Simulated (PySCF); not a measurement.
# Property card for `C(#C)/C=C/C#N`

Species: C₅H₃N.
Numbering: `[CH:1]#[C:2]/[CH:3]=[CH:4]/[C:5]#[N:6]` (hydrogens: H7 on C1; H8 on C3; H9 on C4)

Structure used (GFN2-xTB), in Å, numbered top down from 1:
```
atom  x, y, z in Å
C1     2.534    0.373   -0.162
C2     1.372    0.078   -0.069
C3     0.016   -0.267    0.046
C4    -0.912    0.116   -0.845
C5    -2.263   -0.241   -0.714
N6    -3.369   -0.531   -0.612
H7     3.549    0.629   -0.235
H8    -0.256   -0.867    0.905
H9    -0.658    0.717   -1.708
```

Some functional groups and rings: nitrile, alkyne and C=C double bond.

**GFN2-xTB geometry**

```
Point group of the GFN2-xTB geometry                  : Cs
Rotational constants A, B, C of the GFN2-xTB geometry : 46.316, 1.502, 1.455 GHz
```

From PBE0/def2-SVPD ground state and vertical TDDFT (core frozen in the response) (PySCF):

```
Dipole moment                                                     : 4.14 D
HOMO energy                                                       : -7.83 eV
LUMO energy                                                       : -2.49 eV
HOMO–LUMO gap                                                     : 5.34 eV
Lowest singlet excitation                                         : 4.74 eV (261 nm, f = 0.000)
Strongest line among the 6 lowest singlet transitions             : S2 at 5.04 eV (246 nm, f = 0.516)
Lowest triplet excitation (Tamm–Dancoff)                          : 2.85 eV
Static isotropic polarisability                                   : 68.8 au
Electronic spatial extent ⟨r²⟩ about the centre of nuclear charge : 738 bohr²
```

**PBE0/pcSseg-1 ground state and GIAO shieldings, non-relativistic (PySCF)**

```
Lowest Hirshfeld atomic charge                              : -0.21 e on N6
Highest Hirshfeld atomic charge                             : +0.10 e on H7
13C chemical shifts (computed TMS as zero) by class         : 138.8 (C3), 122.3 (C5), 120.3 (C4), 103.0 (C1), 85.1 (C2) ppm
1H chemical shifts (computed TMS as zero) by class          : 6.60 (H8), 5.96 (H9), 3.54 (H7) ppm
Isotropic shieldings of nuclei other than C and H, by class : -64 (N6) ppm
Mayer bond orders between heavy atoms                       : C1–C2 2.35, C2–C3 1.16, C3–C4 1.75, C4–C5 1.08, C5–N6 2.99
```

Monoisotopic mass from the formula: 77.0265 u.

The largest Löwdin shares of the HOMO are 0.23 on C1, 0.19 on C4, 0.18 on C2 and 0.14 on C3. The rotational constants make it an asymmetric top with κ = (2B − A − C)/(A − C) = -1.00, nearer the prolate limit (−1). With B = h/(8π²I), that is 505.379 GHz u Å² over I, the principal moments of inertia are 10.9, 336.5 and 347.4 u Å² (most abundant isotopes). The largest Löwdin shares of the LUMO are 0.24 on C3, 0.22 on C4, 0.14 on C1 and 0.12 on N6. The principal polarisabilities are 37.6, 46.3 and 122.6 au; their mean is the isotropic value. S1 lies 0.60 eV below the HOMO–LUMO gap; its leading configuration is HOMO−1→LUMO, weight 0.98.

Isolated species at its GFN2-xTB geometry, gas phase.
